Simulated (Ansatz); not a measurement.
System: dimethylamine, C$_{2}$H$_{7}$N, net charge 0, singlet state. SMILES: CNC
Structure (B3LYP-D3(BJ)/def2-TZVP (Ansatz, a first-principles code) minimum search):
```
N
H 1 1.0122
C 1 1.4533 2 109.85
H 3 1.0907 1 109.81 2 53.61
H 3 1.0928 4 107.72 1 -119.03
H 3 1.1029 4 108.38 5 -115.97
C 1 1.4533 2 109.85 3 -124.94
H 7 1.0907 1 109.81 2 -53.61
H 7 1.0928 8 107.72 1 119.03
H 7 1.1029 8 108.38 9 115.97
```

**Question.** Give the harmonic wavenumbers at B3LYP-D3(BJ)/def2-TZVP (Ansatz, finite differences of forces, unscaled).

**Answer.** 233, 263, 386, 768, 943, 1036, 1102, 1170, 1187, 1268, 1444, 1470, 1476, 1487, 1494, 1517, 1517, 2925, 2929, 3047, 3047, 3095, 3096, 3516 cm⁻¹. Zero-point energy 57.8 kcal/mol.

**Question.** From these and the geometry, give the ideal-gas thermochemistry at 298.15 K and 1 atm (rigid rotor, harmonic oscillator).

**Answer.** Point group Cs, rotational symmetry number 1. Rotational constants 34.82, 9.316, 8.227 GHz. S(trans) 37.34, S(rot) 22.31, S(vib) 5.22, S(elec, spin only) 0.00, S 64.9 cal/(mol K). H(298) - H(0) 3.36 kcal/mol; G - E(el) 41.8 kcal/mol. Tabulated S at 1 bar: 65.3 cal/(mol K) (CRC Handbook, as tabulated in the package chemicals); it can hold hindered rotation or other conformers, which this model lacks.
